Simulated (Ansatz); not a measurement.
A calculation on hcp Re returned lattice constant a 2.731 Å, lattice parameter c 4.414 Å.

For reference: lattice constant a 2.761 Å (measured, 293 K, no zero-point or thermal correction; as tabulated in Wikipedia's data pages); lattice parameter c 4.458 Å (measured, 293 K, no zero-point or thermal correction; as tabulated in Wikipedia's data pages).

Problem. Which level of theory produced these numbers?
A. PBE0 (Ansatz, a program for electronic structure)
B. PBEsol (Ansatz)
C. PBE0-D3(BJ) (Ansatz)
D. PBE+SOC (Ansatz)

Solution. C, PBE0-D3(BJ) (Ansatz)

The others give: PBEsol 2.751 Å, 4.442 Å; PBE+SOC 2.778 Å, 4.482 Å; PBE0 2.750 Å, 4.444 Å.

Unless a cell is named, each level is at its own relaxed cell (PBE+SOC 14.97, PBE0 14.55, PBE0-D3(BJ) 14.25, PBEsol 14.55 Å³/atom).

Ansatz's density-functional and Hartree–Fock values are scalar-relativistic unless marked +SOC, with PAW data made under PBE.
